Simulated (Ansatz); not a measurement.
```yaml
crystal:
  periodic: [false, false, false]
  atoms:
    - {symbol: W, position_ang: [0.000000, 0.000000, -1.743846]}
    - {symbol: C, position_ang: [0.000000, 0.000000, 0.319606]}
    - {symbol: O, position_ang: [0.000000, 0.000000, 1.424240]}
basis:
  gaussian: {orbitals: def2-TZVP}
total_charge: 1
magnetization: {spin_polarized: true, initial_magnetization: 5}
hamiltonian: {xc: pbe0}
relax: {f_tol: 0.004, max_steps: 80}
```

```sh
$ ansatz run in.yaml --threads 1 --pin off --events-out ev --progress --plain --max-ram 2176MiB
```

Steps of the relaxation (energy above the last step; positions in Å, forces in eV/Å):

```
3
step 1, 22.5 meV
W     0.000    0.000   -1.744    0.000    0.000    0.203
C     0.000    0.000    0.320    0.000    0.000   -2.517
O     0.000    0.000    1.424    0.000    0.000    2.314
```

```
3
step 2, 0.4 meV
W     0.000    0.000   -1.741    0.000    0.000    0.113
C     0.000    0.000    0.309    0.000    0.000   -0.092
O     0.000    0.000    1.432    0.000    0.000   -0.021
```

```
3
step 3, 0.0 meV
W     0.000    0.000   -1.734    0.000    0.000   -0.033
C     0.000    0.000    0.306    0.000    0.000    0.010
O     0.000    0.000    1.429    0.000    0.000    0.022
```

```
3
step 4, 0.0 meV
W     0.000    0.000   -1.736    0.000    0.000    0.000
C     0.000    0.000    0.307    0.000    0.000    0.000
O     0.000    0.000    1.429    0.000    0.000    0.000
```

Close pairs at the end: C2–O3 1.123 Å, W1–C2 2.043 Å, W1–O3 3.165 Å.

A stationary point of unrestricted PBE0 after 4 steps, with ⟨S²⟩ = 8.758 against 8.75 for a pure state; no frequencies were run, so it isn't proven a minimum. 36 s on 1 thread of Arm Neoverse N1, shared host.
